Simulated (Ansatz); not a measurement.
**CH2O+ (quartet): wave-function methods side by side, def2-QZVPP**

One table from this session's results is given with a row withheld; the runs are named, their logs left out.

The runs use Ansatz 0.2.0, Gaussian basis; def2-QZVPP, core rule «outside noble gas», up to 2 orbitals frozen.

Plan: UHF; ROHF; CCSD(T) on UHF.

2 further runs of the same task are left out: 2 set aside as unsound or not needed.

## The geometry

The geometry is a PBE0/def2-TZVP stationary point (not a proven minimum) of the parent state, kept for this charge and spin.

4 atoms, charge 1, spin multiplicity 4.

Atoms are counted from 1 here; the program's logs count them from 0.

Bond lengths: O1–C2 1.304 Å, C2–H3 1.085 Å, C2–H4 1.085 Å. Angles: O1–C2–H3 118.2°, O1–C2–H4 118.2°, H3–C2–H4 123.6°.

Geometry (Å):

```xyz
4
CH2O
O     0.0000    0.0000    0.6438
C     0.0000    0.0000   -0.6606
H     0.0000   -0.9567   -1.1734
H     0.0000    0.9567   -1.1734
```

The first run:

File in.yaml:

```yaml
crystal:
  periodic: [false, false, false]
  atoms:
    - {symbol: O, position_ang: [0.000000, 0.000000, 0.643781]}
    - {symbol: C, position_ang: [0.000000, 0.000000, -0.660640]}
    - {symbol: H, position_ang: [0.000000, -0.956723, -1.173362]}
    - {symbol: H, position_ang: [0.000000, 0.956723, -1.173362]}
basis:
  gaussian: {orbitals: "def2-QZVPP.json"}
total_charge: 1
magnetization: {spin_polarized: true, initial_magnetization: 3}
hamiltonian: {xc: hf}
output: {orbitals: {seedname: orbitals}}
```

The run is started by

```console
ansatz run in.yaml --threads 1 --pin off --events-out ev --progress --plain --max-ram 2393MiB
```

Steps of the session up to this table: UHF; ROHF; CCSD(T) on UHF.

One of the session's tables, all rows but one given; the rest of the session is left out.

| method | from UCCSD(T) (meV) |
| --- | --- |
| ROHF | +9567.5 |
| UHF | +9208.3 |
| UMP2 | ? |
| UCCSD | +280.8 |
| UCCSD(T) | 0 |

Estimate the missing values for UMP2.

As computed: from UCCSD(T) (meV): +1190.7. In the column «from UCCSD(T) (meV)» it lies between UCCSD (+280.8) and UHF (+9208.3).
